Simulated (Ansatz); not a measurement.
**Forces on a displaced structure**

CH$_{2}$OS (SMILES O=CS), singlet, at a frame of a short PBE0-D4/def2-SVP trajectory.

```tsv
atom	x (Å)	y (Å)	z (Å)
O1	-0.7401	-0.6276	1.0869
C2	-0.4439	-0.3879	-0.0732
S3	0.8565	0.7400	-0.6381
H4	-0.9286	-0.8657	-0.9346
H5	1.3999	0.9225	0.5577
```

Program: Ansatz 0.2.0. Basis: def2-TZVPP. Cores are frozen in the correlated methods.

CCSD(T) forces from the calculation:
| atom | Fx | Fy | Fz (eV/Å) |
| --- | --- | --- | --- |
| O1 | 0.432 | 0.325 | -1.415 |
| C2 | 0.177 | 0.002 | 1.203 |
| S3 | -0.496 | -0.472 | -0.179 |
| H4 | -0.130 | 0.060 | 0.002 |
| H5 | 0.016 | 0.086 | 0.390 |

Question: Which atom feels the largest CCSD(T) force, and how large is it?

Answer: O1, 1.51 eV/Å, along (0.29, 0.21, -0.93).

Root-mean-square difference of the force components from those of CCSD(T): PBE-D4 0.204; r2SCAN-D4 0.193; PBE0-D4 0.346; wB97M-V 0.300 eV/Å.

No T1 diagnostic of these runs exceeds 0.019. These are differences at one structure, and CCSD(T) in triple zeta is itself an approximation.

For scale, one of the runs: CCSD(T)/def2-TZVPP forces, 132 basis functions, launched by `ansatz run in.yaml --threads 2 --pin off --events-out ev --progress --plain --max-ram 3481MiB`. Hardware: 2 CPU threads of an AMD EPYC 7B13, shared host. Wall time 39 s; peak host memory 1.1 GiB.
